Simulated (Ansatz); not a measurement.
## Worked example: building the atomization energy of CHCl3, singlet

Measured: the G2/97 heats of formation, with zero-point and thermal terms from B3LYP taken off, give an electronic atomization energy of 343.1 kcal/mol (Curtiss et al., J. Chem. Phys. 106, 1063 (1997); Staroverov et al., J. Chem. Phys. 119, 12129 (2003)). The calculation below tries to reproduce it.

Geometry (MP2(full)/6-31G*, from the G2/97 set):

```xyz
5

C     0.0000    0.0000    0.4675
H     0.0000    0.0000    1.5534
Cl    0.0000    1.6817   -0.0675
Cl    1.4564   -0.8409   -0.0675
Cl   -1.4564   -0.8409   -0.0675
```

Atomization energies (atoms less molecule, kcal/mol) from Ansatz 0.2.0, frozen cores, restricted molecule, unrestricted atoms, sets cc-pV(D+d)Z, cc-pV(T+d)Z, cc-pV(Q+d)Z:

| level | DZ | TZ | QZ |
| --- | --- | --- | --- |
| HF | 216.16 | 223.12 | 223.70 |
| CCSD(T) | 307.90 | 329.44 | 338.35 |
| CCSDT | 307.67 | – | – |
| CCSDT(Q) | 308.30 | – | – |

Q: Extrapolate Hartree–Fock with exp(−5.46 √X) and the CCSD(T) correlation part with X⁻³ (X = 3, 4), add each higher step from the largest set that has it, and compare with the measured value.

A: Hartree–Fock: 223.70 + (223.70 − 223.12) × 0.301 = 223.87.
Correlation: TZ 106.32, QZ 114.65; (64 × 114.65 − 27 × 106.32) / 37 = 120.73.
Full triples (DZ): 307.67 − 307.90 = -0.23.
(Q) (DZ): 308.30 − 307.67 = 0.63.
Sum: 345.0 kcal/mol, 1.9 above the measured 343.1.

The steps beyond CCSD(T) add 0.40 kcal/mol, while going from QZ to the limit adds 6.25. Core correlation, scalar relativity, spin–orbit terms and the relaxation from this MP2 geometry are missing from the sum, and the measured value has its own uncertainty.
